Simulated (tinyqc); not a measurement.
Worked calculation: extended Hueckel theory, for LiH. Computed by tinyqc, a small Python program that keeps every step (integrals from PySCF). Settings: charge = 0, K = 1.75, weighted = 1, multiplicity = 1. Command: `OMP_NUM_THREADS=1 python tinyqc.py 25749 25750 out.jsonl` (the two numbers bound the seeds that draw the settings). One thread of a shared host (Intel(R) Xeon(R) Processor @ 2.60GHz), about 0.01 s of CPU time with the checks.

## Overlaps

Geometry (angstrom):
```
atom         x         y         z
Li    0.000000  0.000000  0.000000
H     0.000000  0.000000  1.557000
```

Parameters chosen for this run:
```
element  shell  Slater exponent   H_ii (eV)
H           1s         1.300000  -13.600000
Li          2s         0.650000   -5.400000
Li          2p         0.650000   -3.500000
```

Slater orbitals, each expanded in six Gaussians scaled to its exponent.

overlap S, lower triangle:
```
           1Li 2s   1Li 2px   1Li 2py   1Li 2pz     2H 1s
1Li 2s   1.000000
1Li 2px  0.000000  1.000000
1Li 2py  0.000000  0.000000  1.000000
1Li 2pz  0.000000  0.000000  0.000000  1.000000
2H 1s    0.367005  0.000000  0.000000  0.484812  1.000000
```

## Wolfsberg-Helmholz matrix

diagonal H_ii (eV): 1Li 2s -5.400000, 1Li 2px -3.500000, 1Li 2py -3.500000, 1Li 2pz -3.500000, 2H 1s -13.600000

K = 1.750000

H_ij = K' S_ij (H_ii + H_jj)/2 for i != j (the diagonal keeps H_ii), with K' = K + D^2 + D^4 (1 - K), D = (H_ii - H_jj)/(H_ii + H_jj), K = 1.75.

H (eV), lower triangle:
```
            1Li 2s    1Li 2px    1Li 2py    1Li 2pz       2H 1s
1Li 2s   -5.400000
1Li 2px   0.000000  -3.500000
1Li 2py   0.000000   0.000000  -3.500000
1Li 2pz   0.000000   0.000000   0.000000  -3.500000
2H 1s    -6.660146   0.000000   0.000000  -8.321721  -13.600000
```

## Orbitals

valence electrons = 2

Solve H C = S C e through S^(-1/2); fill by pairs from the bottom, a degenerate level sharing its electrons equally; each orbital has its largest coefficient positive (the first on a tie).

orbital energies (eV): -14.070951  -4.757879  -3.500000  -3.500000  6.450242

occupations: 2.000000  0.000000  0.000000  0.000000  0.000000

coefficients:
```
              MO1        MO2        MO3       MO4        MO5
1Li 2s   0.150507   0.847950   0.000000  0.000000   0.687049
1Li 2px  0.000000   0.000000  -0.224711  0.974425   0.000000
1Li 2py  0.000000   0.000000   0.974425  0.224711   0.000000
1Li 2pz  0.123778  -0.529850   0.000000  0.000000   1.037721
2H 1s    0.872331  -0.110804   0.000000  0.000000  -0.901885
```

sum of one-electron energies = -28.141902 eV

Within a degenerate level the vectors are fixed only up to a rotation; this is one choice.

## Mulliken analysis

P = C n C^T; charge = valence electrons (H 1, Li 1) minus the sum of (P S)_ii on the atom; overlap population = 2 sum P_ij S_ij between two atoms.

charges: 1Li 0.722988, 2H -0.722988

Overlap populations:
```
pair     value
2-1   0.402131
```
